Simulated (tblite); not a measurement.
Here is a computed GFN2-xTB geometry (Å):
```
C 
C   1  1.5371
C   2  1.5273  1  110.17
C   2  1.5270  1  110.63  3  -123.72
N   2  1.4541  1  108.68  3   118.43
O   5  1.2752  2  122.81  1   -76.93
H   1  1.0872  2  109.58  3   -59.82
H   1  1.0866  2  110.22  3    60.12
H   1  1.0882  2  110.61  3  -179.60
H   3  1.0871  2  110.30  1  -175.87
H   3  1.0868  2  109.34  1    65.08
H   3  1.0857  2  110.45  1   -55.21
H   4  1.0884  2  110.91  1   -57.52
H   4  1.0863  2  109.91  1    62.22
H   4  1.0874  2  110.52  1  -178.11
H   5  1.0211  2  116.70  1    81.41
```
Z-matrix in Å and degrees, rows numbered from 1.

Doublet state.

Problem. Read off the bonds between heavy atoms and their formal orders.

Solution. C1–C2 (single); C2–C3 (single); C2–C4 (single); C2–N5 (single); N5–O6 (single). Hydrogens: H7, H8, H9 on C1; H10, H11, H12 on C3; H13, H14, H15 on C4; H16 on N5.

Problem. Which species is it?

Solution. `CC(C)(C)N[O]`, C4H10NO.

Problem. Name the point group.

Solution. C1 (no symmetry element, even within 0.4 Å).

Problem. Classify the heavy atoms.

Solution. C1/C3/C4: carbon bonded to C and 3 H; C2: carbon bonded to 3 C and N; N5: nitrogen bonded to C, O and H; O6: oxygen bonded to N.

Problem. What is the arrangement about C2?

Solution. It has 4 neighbours (C1, C3, C4, N5) and is tetrahedral (angles from 107.5° to 111.5°).

Problem. What is the arrangement about N5?

Solution. It has 3 neighbours (C2, O6, H16) and is almost planar (angles 122.8°, 117.0° and 116.7°, sum 356.5°, 0.13 Å off the plane of its three neighbours).
